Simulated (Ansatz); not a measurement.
A relaxed structure of Au. Calculation: r2SCAN (plane waves to 500 eV, PAW, scalar-relativistic; Ansatz, a quantum-chemistry and plane-wave program).

```
CELL_PARAMETERS angstrom
     -1.45849     1.45849     2.06225
      1.45849    -1.45849     2.06225
      1.45849     1.45849    -2.06225
ATOMIC_POSITIONS crystal
  Au 0.00000 0.00000 0.00000
```

Q: Find the space group and the Wyckoff positions (tolerance 0.01 Å).

A: Space group Fm-3m (No. 225); a = 4.1250 Å, b = 4.1250 Å, c = 4.1250 Å, α = 90.00°, β = 90.00°, γ = 90.00°

```json
[
 {"atom": "Au", "site": "4a", "symmetry": "m-3m", "x": "0.0000", "y": "0.0000", "z": "0.0000"}
]
```

This is the fcc (Cu type).

Q: Give the shortest distances between elements (the closest pairs, up to four, under 3.6 Å).

A: Au–Au 2.92 Å.

```json
{
  "volume_per_atom": "17.55 Å³",
  "band_gap": "zero (metallic)"
}
```

No spin polarisation in the result.

Measured for Au: a 4.062 Å (static lattice; corrected from measurement; as listed in Daniel Mejia-Rodriguez, S. B. Trickey, Phys. Rev. B (2018)). Computed minus measured — a: r2SCAN +1.6 %. The computed values are for a static lattice.

The run could not lose the symmetry of its start.

It was reached from a disturbed copy of a P6/mmm (No. 191) cell, against which it lies -0.06 eV/atom.
